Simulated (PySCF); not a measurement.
How the method moves the bond dissociation enthalpies of 2-methyl-2-butene

Structure: `CC=C(C)C` (C5H10). Numbering: `[CH3:1][CH:2]=[C:3]([CH3:4])[CH3:5]`

All levels share the PBE0-D3(BJ)/def2-SVP structures and the GFN2-xTB thermal terms; only the single-point energies (PySCF) change. Values are bond dissociation enthalpies (298 K, kJ/mol).

```tsv
level	C4–H	C3–C4	C1–C2	C2–H	time
PBE0-D3(BJ)/aug-cc-pVDZ	347	404	420	433	120 s
PBE0-D3(BJ)/def2-TZVP	350	399	417	434	–
OPBE/def2-TZVP	350	376	400	426	3.3 min
PBE0-D3(BJ)/6-31G	354	411	429	440	22 s
M06-2X/def2-TZVP (grid 3)	368	407	421	444	6.3 min
LDA/def2-TZVP	393	475	497	481	2.4 min
```

Times are wall times for all single points of a level on 1 thread of Arm Neoverse N1, a shared host; the dash marks the run that also made the structures. LDA, OPBE ran on a slower path of this set-up, which computes the density-fitting integrals anew in every SCF cycle while the other levels store them. So the times needn't show the usual order of cost, and those levels read slower than they are.

The widest spread is that of C3–C4: 99 kJ/mol, from 376 to 475.

Caveats: radicals beside a multiple bond are drawn in one resonance form, and their spin spreads.
